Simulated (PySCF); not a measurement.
How the method moves the HOMO and LUMO of `Fc1ccc[nH]1`

Compound: C4H4FN.
Z-matrix (Å and degrees, PBE0-D3(BJ)/def2-SVP geometry), rows numbered from 1:
```
F 
C   1  1.3209
C   2  1.3704  1  130.91
C   3  1.4278  2  105.53  1   179.78
C   4  1.3751  3  108.07  2     0.07
N   2  1.3580  1  119.05  3   179.87
H   3  1.0867  2  126.19  1    -0.20
H   4  1.0881  3  126.25  2  -179.90
H   5  1.0868  4  131.20  3   179.93
H   6  1.0104  2  124.57  1     0.32
```

Basis pcSseg-2 throughout (PySCF), one geometry. Geometry: PBE0-D3(BJ)/def2-SVP; no solvent, vibrations or thermal averaging.

Q: How do the orbital energies, the gap and the dipole change with the method?

A: 
```
   method                    kind  HOMO (eV)  LUMO (eV)  gap (eV)  μ (D)  SCF cycles
     BLYP                     GGA      -4.91      -0.23      4.68   1.77          15
    B97-D                     GGA      -4.99      -0.06      4.93   1.77          16
     OPBE                     GGA      -5.00      -0.22      4.79   1.78          16
      KT3                     GGA      -5.05      -0.42      4.63   1.74          16
      KT2                     GGA      -5.05      -0.08      4.97   1.74          16
      PBE                     GGA      -5.06      -0.19      4.87   1.78          15
     BP86                     GGA      -5.14      -0.07      5.07   1.78          15
      LDA                     LDA      -5.27      -0.22      5.05   1.80          15
    B97-2           global hybrid      -5.87       0.55      6.42   1.80          14
    B3LYP           global hybrid      -5.93       0.20      6.13   1.80          14
     PBE0           global hybrid      -6.12       0.54      6.66   1.81          14
 mPW1PW91           global hybrid      -6.14       0.48      6.62   1.81          14
BHandHLYP           global hybrid      -7.03       1.00      8.03   1.84          12
CAM-B3LYP  range-separated hybrid      -7.42       1.16      8.57   1.83          13
  wB97X-D  range-separated hybrid      -7.92       2.24     10.16   1.83          14
       HF            Hartree–Fock      -8.26       2.54     10.80   1.88          11
  LC-wPBE  range-separated hybrid      -8.73       2.27     10.99   1.86          13
```

The HOMO spans 3.81 eV, from BLYP down to LC-wPBE, and the gap runs from 4.63 eV (KT3) to 10.99 eV (LC-wPBE). Over the methods BLYP (0 %), B97-D (0 %), OPBE (0 %), KT3 (0 %), KT2 (0 %), PBE (0 %), BP86 (0 %), LDA (0 %), B97-2 (21 %), B3LYP (20 %), PBE0 (25 %), mPW1PW91 (25 %), BHandHLYP (50 %), HF (100 %), a straight line through the gap against the share of exact exchange rises by 0.60 eV for each 10 % (correlation coefficient 0.995). The dipole ranges from 1.74 D (KT3) to 1.88 D (HF). This basis has no diffuse functions.

The vertical ΔSCF ionisation energy at B3LYP/def2-SVPD is 8.34 eV; −ε(HOMO) comes closest to it with HF (8.26 eV).
